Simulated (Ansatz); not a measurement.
Input file:

```yaml
crystal:
  periodic: [false, false, false]
  atoms:
    - {symbol: B, position_ang: [0.000000, 0.000000, 1.484785]}
    - {symbol: Al, position_ang: [0.000000, 0.000000, -0.755666]}
    - {symbol: H, position_ang: [0.000000, 1.004980, 2.151421]}
    - {symbol: H, position_ang: [0.000000, -1.004980, 2.151421]}
basis:
  gaussian: {orbitals: "6-31G*"}
correlation: {method: sc_nevpt2, electrons: all, active_space: {window: {electrons: 2, orbitals: 7}, states: [{multiplicity: 1, weights: [0.5, 1, 1]}], root: 1}}
scf: {lower_state_search: full}
output: {forces: true}
```

```sh
$ ansatz run in.yaml --threads 1 --pin off --events-out ev --progress --plain --max-ram 2393MiB
```

Output:

```
664 factors; integrals over basis functions are off by at most 2.0e-7 eV
mean field evaluation 1: about -7282.9042 eV, gradient 1.0e1 eV
mean field evaluation 2: about -7282.9054 eV, gradient 1.0e1 eV
mean field evaluation 4: about -7283.5314 eV, gradient 6.4e-1 eV
mean field evaluation 8: about -7283.5343 eV, gradient 4.2e-4 eV
mean field -7283.53427025 eV, -267.6649474747 hartree, gradient 2.2e-6 eV, S^2 0.000000; 0 other end points of the search recorded, 0 dependent functions left out; unrestricted orbitals would lower it
reference -7283.53427025 eV, -267.6649474747 hartree; 10, 10 occupied and 28, 28 virtual orbitals, 664 factors
state -7283.82972143 eV, -267.6758051053 hartree
state -7282.28663686 eV, -267.6190977936 hartree
state -7281.11072096 eV, -267.5758836813 hartree
state -7283.82972143 eV, -267.6758051053 hartree; corrected -7287.13023683 eV, -267.7970968091 hartree
state -7282.28663686 eV, -267.6190977936 hartree; corrected -7285.74694048 eV, -267.7462616059 hartree
state -7281.11072096 eV, -267.5758836813 hartree; corrected -7284.50393153 eV, -267.7005818695 hartree
the calculation of the forces begins
WARN: the results are in doubt because the forces break the atoms' symmetry
Total energy: -7285.74694048 eV, -267.7462616059 hartree
Atom 0 at     0.000000     0.000000     1.484785 Å, force     0.000000     0.000252     1.407789 eV/Å
Atom 1 at     0.000000     0.000000    -0.755666 Å, force     0.000000    -0.008920     0.591782 eV/Å
Atom 2 at     0.000000     1.004980     2.151421 Å, force     0.000000     0.335078    -0.986967 eV/Å
Atom 3 at     0.000000    -1.004980     2.151421 Å, force    -0.000000    -0.326409    -1.012604 eV/Å
Dipole moment:     0.000000     0.020793    -0.265109 e Å
In doubt: the forces break the atoms' symmetry
```

Ran on 1 thread of Intel Xeon Platinum 8375C, shared host: 5.5 s wall, 0.11 GiB peak host memory.
